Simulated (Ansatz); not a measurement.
# Al2P: the cost of one run

The runs use Ansatz 0.2.0, Gaussian basis; def2-TZVPP, core rule «outside noble gas», up to 15 orbitals frozen.

Plan: UHF; ROHF; CCSD(T) on UHF.

## 1. The geometry

The geometry is a PBE0/def2-TZVP stationary point (not a proven minimum) of the parent state, kept for this charge and spin.

3 atoms, charge 1, spin multiplicity 3.

Atoms are counted from 1 here; the program's logs count them from 0.

Bond lengths: Al1–P2 2.259 Å, Al1–Al3 2.665 Å, P2–Al3 2.259 Å. Angles: P2–Al1–Al3 53.9°, Al1–P2–Al3 72.3°, Al1–Al3–P2 53.9°.

## 2. UHF

File in.yaml:

```yaml
crystal:
  periodic: [false, false, false]
  atoms:
    - {symbol: Al, position_ang: [0.000000, -0.665301, -1.332700]}
    - {symbol: P, position_ang: [0.000000, 1.159099, 0.000000]}
    - {symbol: Al, position_ang: [0.000000, -0.665301, 1.332700]}
basis:
  gaussian: {orbitals: def2-TZVPP}
total_charge: 1
magnetization: {spin_polarized: true, initial_magnetization: 2}
hamiltonian: {xc: hf}
output: {orbitals: {seedname: orbitals}}
```

On the command line:

```sh
$ ansatz run in.yaml --threads 1 --pin off --events-out ev --progress --plain --max-ram 4096MiB --backend cpu
```

**Question.** How long does this run take on 1 thread of AMD EPYC 7R13, shared host, and how much memory does it need?

About 15 s, with a peak of 0.37 GiB.
